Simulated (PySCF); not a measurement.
# C5H5F: the cost of one run

Programs: PySCF 2.14.0, with density-fitted response routines of our own. Each step states its level of theory. These are calculated values for one molecule in the gas phase, unless marked as measured. Atoms are numbered from 0 throughout.

**1. The starting structure**

11 atoms, charge 0, multiplicity 1; geometry from: GFN2-xTB. The atoms were then displaced at random by about 0.01 Å, so the start is not that level's minimum.

Bonds of the start (Å): F0–C1 1.37, C1–C2 1.35, C2–C3 1.44, C3–C4 1.48, C4–C5 1.34, C5–C1 1.45, C2–H6 1.08, C3–H7 1.10, C3–H8 1.08, C4–H9 1.07, C5–H10 1.07.

**2. Optimising the geometry at PBE0-D3(BJ)/def2-SVP**

Job settings and geometry (Å):

```
{"job": {"xc": "PBE0", "basis": "def2-SVP", "d3": "d3bj", "grid": 1, "shake": 0.01, "kind": "geom"}, "charge": 0, "multiplicity": 1}
F      2.558590     0.105280     0.519210
C      1.220640     0.051060     0.244740
C      0.498550    -1.066130     0.042580
C     -0.862310    -0.666280    -0.218290
C     -0.858160     0.815970    -0.146180
C      0.387080     1.235530     0.132350
H      0.880140    -2.078340     0.074190
H     -1.565240    -1.085580     0.517990
H     -1.236670    -1.004820    -1.175460
H     -1.726140     1.435330    -0.270630
H      0.741650     2.232140     0.263850
```

Command:

```console
$ OMP_NUM_THREADS=1 python probes_run.py task.json out
```

The driver reads the jobs from task.json and runs them one after another.

**Question.** How long does this first job take on 1 thread of Arm Neoverse V1, shared host, and how much memory does it need?

About 33 s, with a peak of 0.45 GiB.
